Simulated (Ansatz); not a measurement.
Geometry optimisation, RKS BLYP-D4/def2-SVP (Ansatz).

The input (input.yaml):

```yaml
crystal:
  periodic: [false, false, false]
  atoms:
    - { symbol: B, position_ang: [-0.86, 0.3047, -0.6015] }
    - { symbol: C, position_ang: [0.3214, 0.0944, 0.3091] }
    - { symbol: "N", position_ang: [0.70707, 1.08185, 0.99985] }
    - { symbol: H, position_ang: [-1.2612, -0.5084, -1.295] }
    - { symbol: H, position_ang: [-1.4175, 1.4071, -0.6533] }
    - { symbol: H, position_ang: [0.81473, -0.88774, 0.36909] }
    - { symbol: H, position_ang: [1.53812, 0.95295, 1.68999] }
basis:
  gaussian: { orbitals: def2-SVP }
hamiltonian:
  xc: blyp
  dispersion: d4
relax:
  f_tol: 0.015
  max_steps: 40
output:
  orbitals: {}
```

Run as:

```bash
$ ansatz run input.yaml --threads 1 --pin off --max-ram 2048MiB --backend cpu --events-out ev --progress --plain --runs-dir out
```

Problem. Where does it end, and by what steps?

Solution. The forces met the threshold. After 6 steps the energy has fallen by 0.279 eV; H7 moved furthest, 0.10 Å.

```json
{"step": "0", "energy less start (eV)": "0.0000", "largest force component (eV/Å)": "2.328", "accepted": "yes"}
{"step": "1", "energy less start (eV)": "-0.2177", "largest force component (eV/Å)": "0.871", "accepted": "yes"}
{"step": "2", "energy less start (eV)": "-0.2439", "largest force component (eV/Å)": "0.557", "accepted": "yes"}
{"step": "3", "energy less start (eV)": "-0.2775", "largest force component (eV/Å)": "0.177", "accepted": "yes"}
{"step": "4", "energy less start (eV)": "-0.2778", "largest force component (eV/Å)": "0.122", "accepted": "yes"}
{"step": "5", "energy less start (eV)": "-0.2794", "largest force component (eV/Å)": "0.053", "accepted": "yes"}
{"step": "6", "energy less start (eV)": "-0.2795", "largest force component (eV/Å)": "0.010", "accepted": "yes"}
```

```xyz
7
Properties=species:S:1:pos:R:3
B -0.891 0.336 -0.631
C 0.332 0.133 0.340
N 0.729 1.138 1.062
H -1.281 -0.578 -1.329
H -1.435 1.416 -0.670
H 0.843 -0.861 0.396
H 1.544 0.861 1.650
```

Run time: 12 s on 1 thread of Arm Neoverse V1, with other jobs on the host, peak memory 0.12 GiB.
